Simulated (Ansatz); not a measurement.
# Nudged elastic band run: CH₄BO

The input (input.yaml):

```yaml
crystal:
  periodic: [false, false, false]
  atoms:
    - { symbol: B, position_ang: [-1.35444, -1.021176, -0.186648] }
    - { symbol: O, position_ang: [-0.313922, -0.738843, 0.599857] }
    - { symbol: C, position_ang: [0.647551, 0.341847, 0.240713] }
    - { symbol: H, position_ang: [-1.608488, -0.471107, -1.20135] }
    - { symbol: H, position_ang: [0.376428, 0.841306, -0.710786] }
    - { symbol: H, position_ang: [0.65676, 1.086342, 1.061867] }
    - { symbol: H, position_ang: [1.657412, -0.10637, 0.150547] }
magnetization:
  spin_polarized: true
  initial_magnetization: 1
basis:
  gaussian: { orbitals: STO-3G }
hamiltonian:
  xc: b3lyp
  dispersion: d4
neb:
  order_check: false
  images: 7
  f_tol: 0.03
  max_iterations: 60
  initial_path: idpp
  final_atoms:
    - { symbol: B, position_ang: [-1.28239286, -1.05515534, -0.39849121] }
    - { symbol: O, position_ang: [0.04248658, -0.9058242, -0.4527572] }
    - { symbol: C, position_ang: [0.69914031, 0.31773231, 0.08859549] }
    - { symbol: H, position_ang: [-2.03612199, -0.27012787, 0.0620793] }
    - { symbol: H, position_ang: [1.26320297, 0.80221316, -0.73312216] }
    - { symbol: H, position_ang: [-0.03564656, 1.03364193, 0.50751882] }
    - { symbol: H, position_ang: [1.41063255, 0.009519, 0.88037696] }
```

Command:

```bash
$ ansatz run input.yaml --threads 1 --pin off --max-ram 2048MiB --backend cpu --events-out ev --progress --plain --runs-dir out
```

Output, in part (warnings, iteration lines, the closing report on the highest movable image, with atoms numbered from 0):

```
NEB end point (image 0): max|allowed force component| = 1.197e-2 eV/Å (the criterion of neb.relax_end_points is 1.000e-2)
NEB end point (image 8): max|allowed force component| = 5.683e-3 eV/Å (the criterion of neb.relax_end_points is 1.000e-2)
NEB iter   1: max|band force component| = 8.236e-1 eV/Å  barrier→ = 0.0927 eV  barrier← = 0.0927 eV  Δτ_max = 0.0722 Å  (199 SCF iters)
NEB iter   2: max|band force component| = 5.267e-1 eV/Å  barrier→ = 0.0422 eV  barrier← = 0.0422 eV  Δτ_max = 0.0191 Å  (186 SCF iters)
NEB iter   3: max|band force component| = 2.417e-1 eV/Å  barrier→ = 0.0336 eV  barrier← = 0.0336 eV  CI = image 4  Δτ_max = 0.0252 Å  (194 SCF iters)
NEB iter   4: max|band force component| = 5.675e-2 eV/Å  barrier→ = 0.0308 eV  barrier← = 0.0308 eV  CI = image 4  Δτ_max = 0.0064 Å  (181 SCF iters)
NEB iter   5: max|band force component| = 1.450e-2 eV/Å  barrier→ = 0.0307 eV  barrier← = 0.0307 eV  CI = image 4  Δτ_max = 0.0000 Å  (310 SCF iters)
Total energy: -3774.26978391 eV, -138.7018562666 hartree
Atom 0 at    -1.426997    -0.927495    -0.012942 Å, force    -0.008342    -0.013144     0.001908 eV/Å
Atom 1 at    -0.120967    -0.974067     0.263642 Å, force     0.004533     0.008748    -0.001223 eV/Å
Atom 2 at     0.737131     0.234605     0.064722 Å, force    -0.006538    -0.008483     0.000910 eV/Å
Atom 3 at    -2.012248     0.014259    -0.419971 Å, force     0.004602     0.007303    -0.001109 eV/Å
Atom 4 at     0.727508     0.551825    -0.996587 Å, force     0.000777     0.001761     0.000527 eV/Å
Atom 5 at     0.387514     1.072346     0.699592 Å, force     0.001044     0.001111    -0.000998 eV/Å
Atom 6 at     1.769360    -0.039475     0.355743 Å, force     0.003924     0.002705    -0.000014 eV/Å
Dipole moment:     0.258326     0.248574    -0.024457 e Å
```

It converged. A vibrational analysis at the climbing image gives one clearly imaginary mode, 127i cm⁻¹: a first-order saddle point. Limits of this set-up: minimal basis.

Final band (atoms are numbered from 1 in the order of the input):

| image | path coordinate (Å) | energy (eV) | dihedral B1–O2–C3–H6 (°) |
| --- | --- | --- | --- |
| 0 | 0.00 | 0.000 | 121 |
| 1 | 0.32 | 0.004 | 106 |
| 2 | 0.63 | 0.015 | 91 |
| 3 | 0.95 | 0.026 | 76 |
| 4 | 1.26 | 0.031 | 61 |
| 5 | 1.58 | 0.026 | 46 |
| 6 | 1.90 | 0.015 | 30 |
| 7 | 2.21 | 0.004 | 15 |
| 8 | 2.53 | 0.000 | 0 |

Run time: 45 s on 1 thread of Arm Neoverse V1, with other jobs on the host, peak memory 0.094 GiB.
